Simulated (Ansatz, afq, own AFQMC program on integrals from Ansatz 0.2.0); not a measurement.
**BH₃O, triplet in cc-pVTZ, levels against AFQMC with the constraint released**

```xyz
5

B    -1.3525    0.0000    0.0000
H    -1.9492    1.0336    0.0000
H    -1.9492   -1.0336    0.0000
H    -0.0645    0.0000    0.0000
O     1.1635    0.0000    0.0000
```

Connectivity, by distances: BH3 ··· O.

Basis cc-pVTZ. Noble-gas cores (and the filled d shells of Ga–Kr and In–Xe) are frozen. Integrals, coupled cluster, full CI and functionals: Ansatz 0.2.0; the random walks run on the same integrals in our own AFQMC program. ph-AFQMC/CISD is guided by a CISD state made of CCSD amplitudes; releasing the constraint for a short imaginary time cuts its bias at the price of noise, slowly where states lie close. Error bars are statistical, one sigma.

Determinant: UHF, the one that the program's search chose, which needn't be the lowest solution. The geometry is a point of a scan.

No full CI on the walks' own integrals is used here. The released AFQMC energy serves as the reference, which it does only where one determinant dominates, the energy is flat over the last release times and near the phaseless one (40 meV or 2 meV an electron, half that with transition metals). On small molecules, where full CI could be run and the noise was under 10 meV, such values lay within 10 meV of it in 19 cases of 20, a flattering rate, since the rule was set on those same cases; what remains of the bias isn't in the error bar.

Cautions: lower spins were not checked; the released value is read at 2.40 1/Eh (meV from the phaseless value at times in 1/Eh: -14 ± 6 at 0.24, -18 ± 5 at 0.51, -20 ± 7 at 0.99, -33 ± 5 at 1.62, -34 ± 9 at 2.40).

```
T1 diagnostic                               : 0.0211
weight of the determinant in the CISD state : 0.890
⟨S²⟩ of the determinant                     : 2.033
size of the correlated space                : 12 electrons in 100 orbitals
```

| level | correlation energy (eV) |
| --- | --- |
| MP2 | -7.7547 |
| CCSD | -8.7807 |
| CCSD(T) | -9.0170 |

Task: Estimate where AFQMC with the constraint released lies against CCSD(T) on the same integrals.

Result: 45.4 ± 9.4 meV below CCSD(T).

Reference: AFQMC with the constraint released, correlation energy -9.062 ± 0.009 eV.

```csv
level,E − E(reference) (meV),share of correlation (%)
CCSD(T),45.4 ± 9.4,99.50
ph-AFQMC/HF,53.3 ± 28.7,99.41
ph-AFQMC/CISD,34.3 ± 10.8,99.62
```

A walk keeps the symmetry of its determinant, which the program's search chose and which needn't be the lowest solution, so a lower state of the same spin and another symmetry isn't excluded. Released energies are given only where the last usable release times agree within the noise; a slower fall can still hide under it.
